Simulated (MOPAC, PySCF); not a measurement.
System: hydrogen fluoride, HF, charge 0, multiplicity 1. SMILES: F
Geometry: optimised at B3LYP-D3(BJ)/def2-TZVP (Ansatz).

Unscaled harmonic wavenumbers (cm⁻¹) in rising order, each level at the stationary point that it reaches from this structure (no distance between atoms moves by over 0.3 Å); the order of modes can differ between levels, and a negative number is imaginary. B3LYP-D3(BJ)/def2-TZVP (PySCF, at the structure above): 4075.

PM3 (MOPAC): 4350. Zero-point energy 6.2 against 5.8 kcal/mol; where all levels lie over 400 cm⁻¹, the wavenumbers are on average 1.068 times those of B3LYP-D3(BJ)/def2-TZVP.

PM7 (MOPAC): 3996. Zero-point energy 5.7 against 5.8 kcal/mol; where all levels lie over 400 cm⁻¹, the wavenumbers are on average 0.981 times those of B3LYP-D3(BJ)/def2-TZVP.
